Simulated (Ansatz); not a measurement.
Species: AlF₃ (charge 0, singlet). SMILES: [F][Al]([F])[F]
Geometry: optimised at B3LYP-D3(BJ)/def2-TZVP (Ansatz, a quantum-chemistry and plane-wave program).

Atomisation energy built up term by term with Ansatz (kcal/mol; UHF references for open shells; valence terms freeze the core; atomic spin-orbit terms are left out). CBS marks a two-point X^-3 extrapolation of the correlation energy; Hartree-Fock from the larger set.

```json
[
 {"term": "Hartree-Fock", "basis": "cc-pV(Q+d)Z", "kcal/mol": "322.37"},
 {"term": "CCSD correlation", "basis": "CBS(cc-pV(T+d)Z,cc-pV(Q+d)Z)", "kcal/mol": "100.30"},
 {"term": "(T)", "basis": "CBS(cc-pV(T+d)Z,cc-pV(Q+d)Z)", "kcal/mol": "8.24"},
 {"term": "core correlation", "basis": "cc-pwCVTZ", "kcal/mol": "-0.79"},
 {"term": "scalar relativity (X2C)", "basis": "cc-pVTZ-DK against cc-pVTZ", "kcal/mol": "-1.27"},
 {"term": "sum: De", "basis": "", "kcal/mol": "428.9"}
]
```

(T) makes 1.9 % of the CCSD(T) atomisation energy; under 5 % is typical of single-reference molecules.
